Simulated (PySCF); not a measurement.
Spectrum to structure. Method used: TDDFT CAM-B3LYP/def2-SVPD, vertical, gas phase, core orbitals frozen in the response (PySCF). Geometries: GFN2-xTB, one conformer each.

```csv
state,E (eV),f,"main configurations (H = HOMO, L = LUMO)"
S1,5.07,0.0035,H→L (94%)
S2,6.25,0.0001,H-1→L (82%)
S3,6.56,0.0016,"H→L+1 (47%), H-2→L (15%), H→L+5 (14%)"
S4,7.04,0.039,"H-2→L (55%), H→L+1 (20%)"
S5,7.41,0.018,"H-1→L+1 (49%), H-1→L+5 (11%), H→L+2 (10%)"
S6,7.58,0.167,"H→L+2 (41%), H-1→L+1 (19%), H→L+3 (12%)"
S7,7.71,0.0097,"H-1→L+2 (30%), H-1→L+4 (15%), H-1→L+3 (11%)"
S8,7.76,0.015,"H→L+3 (41%), H→L+2 (24%), H→L+5 (10%)"
```

Orbital energies (eV): HOMO-3 -11.51, HOMO-2 -10.00, HOMO-1 -9.44, HOMO -8.70, LUMO 0.33, LUMO+1 1.14, LUMO+2 1.67.

Task: Which structure fits? All have the formula C4H7OP.
A. `C=PCC(C)=O`
B. `CCP1(=O)C=C1`
C. `C#CC[P@@H](C)=O`

Result: B. Its S1 lies at 5.07 eV; the nearest of the others has S1 at 4.31 eV. S1 is HOMO→LUMO (94%). Löwdin shares by element: HOMO oxygen 39%, carbon 33% or more, phosphorus 19%; LUMO carbon 74% or more, hydrogen 13% or more. At the same level the other candidates give, for their lowest levels:
- `C#CC[P@@H](C)=O`: 6.59 eV (f 0.000); 6.79 eV (f 0.024); 6.83 eV (f 0.002); 7.35 eV (f 0.004); 7.52 eV (f 0.009); T1 5.45 eV; HOMO -9.08, LUMO 1.13 eV
- `C=PCC(C)=O`: 4.31 eV (f 0.007); 4.61 eV (f 0.005); 5.38 eV (f 0.087); 5.75 eV (f 0.069); 6.31 eV (f 0.010); T1 2.79 eV; HOMO -8.56, LUMO -0.79 eV

Shape of the structure used: `[CH3:1][CH2:2][P:3]1(=[O:4])[CH:5]=[CH:6]1`: C1–C2–P3–O4 56°.
Triplets come from the Tamm–Dancoff approximation.
